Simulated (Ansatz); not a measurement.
The input, for Ansatz 0.2.0:

```yaml
crystal:
  periodic: [false, false, false]
  atoms:
    - {symbol: N, position_ang: [0.000000, -0.655903, 1.700962]}
    - {symbol: Ge, position_ang: [0.000000, 0.319017, -0.062250]}
    - {symbol: O, position_ang: [0.000000, -0.874178, -1.206483]}
basis:
  gaussian: {orbitals: 6-31G}
magnetization: {spin_polarized: false, initial_magnetization: 3}
correlation: {method: bccd_t, electrons: outside_noble_gas, diis_vectors: 4}
scf: {omitted_lower_state_checks: [cluster_reference]}
```

```sh
$ ansatz run in.yaml --threads 1 --pin off --events-out ev --progress --plain --max-ram 2393MiB
```

Log:

```
these checks for a lower state are left out or cut short: cluster_reference
460 factors; integrals over basis functions are off by at most 5.4e-4 eV
mean field evaluation 1: about -59971.9855 eV, gradient 4.7e1 eV
mean field evaluation 2: about -59972.0520 eV, gradient 4.7e1 eV
mean field evaluation 4: about -59973.8832 eV, gradient 3.2e1 eV
mean field evaluation 8: about -59978.5761 eV, gradient 9.0e-1 eV
mean field evaluation 16: about -59978.6232 eV, gradient 1.7e-3 eV
mean field evaluation 32: about -59971.4661 eV, gradient 3.6e1 eV
mean field evaluation 64: about -59978.7896 eV, gradient 6.6e-6 eV
mean field evaluation 96: about -59978.7850 eV, gradient 3.3e-1 eV
mean field evaluation 128: about -59977.8968 eV, gradient 3.8e-5 eV
mean field evaluation 160: about -59978.6227 eV, gradient 1.3e-1 eV
mean field -59978.78955334 eV, -2204.1798610016 hartree, gradient 6.6e-6 eV, S^2 3.750000; 12 other end points of the search recorded, 0 dependent functions left out
16 core orbitals not correlated: weight in the atoms' cores, before any rotation towards them, 0.960 or more for the frozen orbitals, at most 0.039 for the correlated occupied ones
reference -59978.78955334 eV, -2204.1798610016 hartree; 9, 6 occupied and 22, 25 virtual orbitals, 460 factors
second order -5.30598384 eV of doubles, -0.12175651 eV of singles
...
cycle  17  -6.92989770 eV  change    2.0e-4 eV  update   3.0e-4
cycle  18  -6.93003046 eV  change   -1.3e-4 eV  update   1.8e-4
cycle  19  -6.92983541 eV  change    2.0e-4 eV  update   1.0e-4
cycle  20  -6.92987962 eV  change   -4.4e-5 eV  update   8.1e-5
cycle  21  -6.92987659 eV  change    3.0e-6 eV  update   5.7e-5
cycle  22  -6.92986589 eV  change    1.1e-5 eV  update   4.4e-5
cycle  23  -6.92988937 eV  change   -2.3e-5 eV  update   3.6e-5
cycle  24  -6.92989000 eV  change   -6.3e-7 eV  update   2.8e-5
cycle  25  -6.92993775 eV  change   -4.8e-5 eV  update   1.9e-5
cycle  26  -6.92992290 eV  change    1.5e-5 eV  update   1.1e-5
perturbative correction -0.45936731 eV, -0.0168814373 hartree
WARN: the results are in doubt because among natural orbitals full CI differs from the method by -0.125 eV
Total energy: -59986.17884356 eV, -2204.4514124083 hartree
In doubt: among natural orbitals full CI differs from the method by -0.125 eV
Checks for a lower state left out: cluster_reference
```

Ran on 1 thread of Arm Neoverse V1, shared host: 4 s wall, 0.12 GiB peak host memory.
